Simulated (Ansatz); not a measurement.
Be4FeGe (F-43m)

Theory: Ansatz 0.2.0, DFT r2SCAN, scalar-relativistic, plane waves, PAW.

Plane waves to 500 eV, a k mesh through Γ of 10×10×10 on the computed 6-atom cell and Gaussian smearing (0.10 eV); no spin polarisation.

The structure is relaxed at this level of theory with its symmetry kept. Whether it is the stable form of this composition wasn't checked.

```xyz
6
Lattice="0.0000 2.9668 2.9668 2.9668 0.0000 2.9668 2.9668 2.9668 0.0000" Properties=species:S:1:pos:R:3 pbc="T T T"
Be    2.2319    2.2319    2.2319
Be    2.2319    3.7018    3.7018
Be    3.7018    3.7018    2.2319
Be    3.7018    2.2319    3.7018
Fe    4.4503    4.4503    4.4503
Ge    0.0000    0.0000    0.0000
```

| Property | Result |
| --- | --- |
| Space group | F-43m (No. 216) |
| Volume per atom | 8.70 Å³ |
| Formation energy from the elements' standard states (uncorrected) | +0.022 eV/atom |
| Generalised Kohn–Sham band gap | none (metal) |
| Density of states at the Fermi level | 0.05 states/eV per cell (so small that it hangs on the mesh: a semimetal, or crossings between mesh points) |
| Bulk modulus | 162 GPa |
| Its pressure derivative | 4.7 |

A ferromagnetic start lost its moments in a first run, so spin was left out; other magnetic orders weren't tried.